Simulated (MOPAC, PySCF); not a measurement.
CH5N, SMILES `CN`, neutral singlet in the gas phase. 

Z-matrix (Å, degrees):
```
C
H 1 1.0924
H 1 1.0924 2 106.93
H 1 1.0999 2 107.74 3 -115.58
N 1 1.4530 2 109.35 3 118.29
H 5 1.0119 1 110.62 2 62.58
H 5 1.0119 6 106.75 1 -120.41
```
Charge 0, spin multiplicity 1.

All levels are single points at this geometry (PBE0-D4/def2-TZVP); Pople sets use spherical d functions. Orbital energies aren't observables, and empty levels follow the basis.

PM7 in MOPAC gives gap (eV) = 13.24.

Task: Estimate the gap (eV) from each of these levels: B3LYP-D3(BJ)/def2-TZVP in PySCF; PBE0-D4/def2-TZVP in PySCF; BP86/6-31G* in PySCF; M06-2X/6-31G* in PySCF; SVWN5/6-31G* in PySCF; HF/3-21G in PySCF; AM1 in MOPAC; PM3 in MOPAC.

Result: 
```tsv
level	gap (eV)
B3LYP-D3(BJ)/def2-TZVP in PySCF	7.35
PBE0-D4/def2-TZVP in PySCF	7.97
BP86/6-31G* in PySCF	6.69
M06-2X/6-31G* in PySCF	11.63
SVWN5/6-31G* in PySCF	6.44
HF/3-21G in PySCF	17.45
AM1 in MOPAC	13.68
PM3 in MOPAC	12.50
```
